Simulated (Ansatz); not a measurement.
## C2H5N3, SMILES NC1=C(N)N1: a geometry optimisation, step by step

Program: Ansatz 0.2.0 through its Python package.

Run as a notebook:

**Cell 1**
```python
import itertools

import ansatz as az
from ase.data import atomic_numbers, covalent_radii
import numpy as np
```

**Cell 2**
```python
BASIS = 'cc-pVDZ'
XC = 'HF'

system = (
    az.Crystal.molecule()
    .atom('N', (-0.6062, 1.2725, -1.1774))
    .atom('C', (0.0306, 0.4165, -0.513))
    .atom('C', (0.2168, -0.3946, 0.4554))
    .atom('N', (0.032, -0.9924, 1.5997))
    .atom('N', (1.1834, -0.3164, -0.5338))
    .atom('H', (-1.6414, 1.3409, -0.9521))
    .atom('H', (-0.4671, 1.2529, -2.1859))
    .atom('H', (0.3868, -1.9225, 1.6426))
    .atom('H', (-1.0286, -0.9635, 1.8658))
    .atom('H', (1.9769, 0.2555, -0.1984))
)

calc = system.calculation().basis(gaussian=BASIS).functional(XC)
symbols = [site.symbol for site in system.cartesian_sites]
start = np.array([site.position_ang for site in system.cartesian_sites], dtype=float)
def progress(event):
    if event['event'] == 'relax_step':
        row = event['data']
        print(f'step {row["step"]:3d}  E = {row["lagrangian_ev"]:.6f} eV  largest force component {row["allowed_force_max_ev_ang"]:.4f} eV/A')
```

**Cell 3**
```python
summary = calc.relax(force_tolerance=0.02).session().plan().execute(on_event=progress).report
end = np.array(summary['positions_ang'])
```
Output:
```text
step   1  E = -6580.139448 eV  largest force component 6.9910 eV/A
step   2  E = -6581.350319 eV  largest force component 3.1027 eV/A
step   3  E = -6581.465050 eV  largest force component 1.8362 eV/A
step   4  E = -6581.413630 eV  largest force component 2.3290 eV/A
step   5  E = -6581.566921 eV  largest force component 0.1911 eV/A
step   6  E = -6581.570639 eV  largest force component 0.0744 eV/A
step   7  E = -6581.573152 eV  largest force component 0.0766 eV/A
step   8  E = -6581.573600 eV  largest force component 0.0308 eV/A
step   9  E = -6581.573636 eV  largest force component 0.0210 eV/A
step  10  E = -6581.573650 eV  largest force component 0.0054 eV/A
```

**Cell 4**
```python
print('reference energy %16.6f eV' % summary['reference_energy_ev'])
print('total energy     %16.6f eV' % summary['free_energy_ev'])
print('occupied orbitals outside the frozen core (up, down):', summary['n_occupied'], ' frozen:', summary['n_frozen'], ' virtual:', summary['n_virtual'])
```
Output:
```text
reference energy     -6581.573650 eV
total energy         -6581.573650 eV
occupied orbitals outside the frozen core (up, down): [19, 19]  frozen: 0  virtual: [76, 76]
```

**Cell 5**
```python
# pairs closer than 1.2 times the sum of covalent radii, before or after
radius = [covalent_radii[atomic_numbers[s]] for s in symbols]
span = lambda where, i, j: np.linalg.norm(where[i] - where[j])
bonded = [(i, j) for i, j in itertools.combinations(range(len(symbols)), 2) if min(span(start, i, j), span(end, i, j)) < 1.2 * (radius[i] + radius[j])]
print('pair        before    after (A)')
for i, j in bonded:
    print(f'{symbols[i]}{i}-{symbols[j]}{j}'.ljust(10), f'{span(start, i, j):8.4f} {span(end, i, j):8.4f}')
```
Output:
```text
pair        before    after (A)
N0-C1        1.2569   1.3783
N0-H5        1.0616   1.0039
N0-H6        1.0182   1.0060
C1-C2        1.2769   1.2616
C1-N4        1.3662   1.4899
C2-N3        1.3042   1.3784
C2-N4        1.3853   1.4907
N3-H7        0.9964   1.0060
N3-H8        1.0939   1.0039
N4-H9        1.0340   1.0215
```

Reading the output:
- Total energies depend on the basis set; only differences at equal settings carry meaning.
- The end point is the stationary point reached from this start; no frequency run checks that it is a minimum, and the basis set is modest.
- Finished in 20 s on 1 thread of Arm Neoverse V1, on a shared host, peak memory 0.24 GiB.
